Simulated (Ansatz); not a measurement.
Input file:

```yaml
crystal:
  periodic: [false, false, false]
  atoms:
    - {symbol: H, position_ang: [0.000000, 0.000000, -1.196667]}
    - {symbol: H, position_ang: [0.000000, 0.000000, -0.284667]}
    - {symbol: Cl, position_ang: [0.000000, 0.000000, 1.481333]}
basis:
  gaussian: {orbitals: def2-TZVP}
magnetization: {spin_polarized: false, initial_magnetization: 1}
correlation: {method: bccd, electrons: outside_noble_gas}
scf: {omitted_lower_state_checks: [cluster_reference]}
```

```sh
$ ansatz run in.yaml --threads 1 --pin off --events-out ev --progress --plain --max-ram 2393MiB
```

The program prints:

```
these checks for a lower state are left out or cut short: cluster_reference
310 factors; integrals over basis functions are off by at most 2.1e-3 eV
mean field evaluation 1: about -12531.8949 eV, gradient 8.8e0 eV
mean field evaluation 2: about -12531.8958 eV, gradient 8.8e0 eV
mean field evaluation 4: about -12532.6241 eV, gradient 1.8e0 eV
mean field evaluation 8: about -12532.7288 eV, gradient 8.8e-2 eV
mean field evaluation 16: about -12532.2147 eV, gradient 1.7e-1 eV
mean field evaluation 32: about -12532.3893 eV, gradient 5.4e0 eV
mean field evaluation 64: about -12532.7289 eV, gradient 2.4e-6 eV
mean field -12532.72893853 eV, -460.5692935023 hartree, gradient 2.4e-6 eV, S^2 0.750000; 7 other end points of the search recorded, 0 dependent functions left out
5 core orbitals not correlated: weight in the atoms' cores, before any rotation towards them, 1.000 or more for the frozen orbitals, at most 0.000 for the correlated occupied ones
reference -12532.72893853 eV, -460.5692935023 hartree; 5, 4 occupied and 39, 40 virtual orbitals, 310 factors
second order -5.43958277 eV of doubles, -0.12137060 eV of singles
cycle   1  -6.19704728 eV  change   -6.3e-1 eV  update   6.0e-2
cycle   2  -6.40804746 eV  change   -2.1e-1 eV  update   2.5e-2
cycle   3  -6.43232000 eV  change   -2.4e-2 eV  update   1.4e-2
cycle   4  -6.42043148 eV  change    1.2e-2 eV  update   8.1e-3
cycle   5  -6.41734413 eV  change    3.1e-3 eV  update   3.4e-3
cycle   6  -6.41653034 eV  change    8.1e-4 eV  update   7.9e-4
cycle   7  -6.41654018 eV  change   -9.8e-6 eV  update   2.0e-4
cycle   8  -6.41656608 eV  change   -2.6e-5 eV  update   7.4e-5
cycle   9  -6.41650309 eV  change    6.3e-5 eV  update   2.6e-5
cycle  10  -6.41651051 eV  change   -7.4e-6 eV  update   9.4e-6
Total energy: -12539.14544904 eV, -460.8050959142 hartree
Checks for a lower state left out: cluster_reference
```

Ran on 1 thread of Arm Neoverse V1, shared host: 1.1 s wall, 0.13 GiB peak host memory.
